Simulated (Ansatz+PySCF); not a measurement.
Results of a calculation; reference values are marked as such.
Several solutions for singlet C₂H(-)

```xyz
3

H     0.0000    0.0000   -1.7008
C     0.0000    0.0000   -0.5334
C     0.0000    0.0000    0.8169
```

Basis set: def2-SVP (spherical functions). Charge -1, multiplicity 1.

UHF was run from several starts with Ansatz (development build ahead of 0.2.0) and PySCF 2.14.0.

| run | program | start | converged | energy (hartree) | <S²> |
| --- | --- | --- | --- | --- | --- |
| A | PySCF | program defaults | yes | -76.10389 | 0.00 |
| B | PySCF | guess huckel, instabilities followed | yes | -76.10502 | 0.25 |
| C | PySCF | guess 1e, instabilities followed | yes | -76.10502 | 0.25 |
| D | PySCF | guess minao, instabilities followed | yes | -76.10502 | 0.25 |
| E | Ansatz | search for the lowest state | yes | -76.10502 | 0.25 |
| F | Ansatz | atomic start, no search | yes | -76.10389 | 0.00 |
| G | Ansatz | stability test followed | yes | -76.10502 | 0.25 |
| H | PySCF | guess atom, instabilities followed | yes | -76.10502 | 0.25 |

(1) Which runs reached the lowest solution of this kind, and what is wrong with the others?

Answers

(1) B, C, D, E, G, H reached the lowest solution found. Converged but too high: A by 0.03 eV, F by 0.03 eV. Convergence only shows a stationary point, and even a stable one can lie too high; stability tests and further starts are what find lower ones. Caution: no diffuse functions for an anion. Caution: the unrestricted determinant is spin contaminated.
